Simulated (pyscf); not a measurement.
Optimised with ωB97X-D3(BJ)/def2-SVP in PySCF. Correlated levels are frozen-core, on RHF or UHF. ΔMP2 is the change of the MP2 total energy from the triple- to the quadruple-zeta basis.

### Question
For HO–PH–OH + silylene (SiH₂) [singlet] → HO–SiH₂–PH–OH, an insertion (singlet surface; O–P broken, O–Si, P–Si formed), PBE/def2-TZVP gives ΔE‡ = -7.8 kcal/mol and ΔE = -67.6 kcal/mol (zero: the separated reactants). In which direction and how far do PBE0-D3(BJ)/def2-TZVP, ωB97M-D3(BJ)/def2-TZVP, CCSD(T)/def2-TZVPP + ΔMP2(QZVPP) move these?

### Answer
PBE0-D3(BJ): ΔE‡ = -5.0 kcal/mol, ΔE = -72.0 kcal/mol; ωB97M-D3(BJ): ΔE‡ = 0.3 kcal/mol, ΔE = -66.2 kcal/mol; CCSD(T): ΔE‡ = 2.7 kcal/mol, ΔE = -67.8 kcal/mol. PBE's barrier lies under all of them, by 2.8 to 10.5 kcal/mol. Its reaction energy lies among theirs. Low barriers are usual for a GGA, whose delocalisation error favours stretched bonds. On the reactant side the descent ends in an adduct with a O–Si contact, 24.3 kcal/mol under the separated species and 21.7 kcal/mol under the saddle at ωB97X-D3(BJ)/def2-TZVP. At PBE, PBE0-D3(BJ) the saddle lies under the separated reactants, which points to a path from their complex (located at ωB97X-D3(BJ) alone). What is counted as formed (O–Si) is already present as a longer contact in the reactant adduct; forming that adduct is a step of its own. At ωB97X-D3(BJ) the barrier from the zero used here is -2.6 kcal/mol. HO–SiH₂–PH–OH lies 28.3 kcal/mol over its isomer HO–SiH₂–O–PH₂ (electronic energy, ωB97M-D3(BJ)). One saddle was located; it need not be the lowest between these sides. The CCSD(T) − MP2 part came from Ansatz, without density fitting, on the same reference.
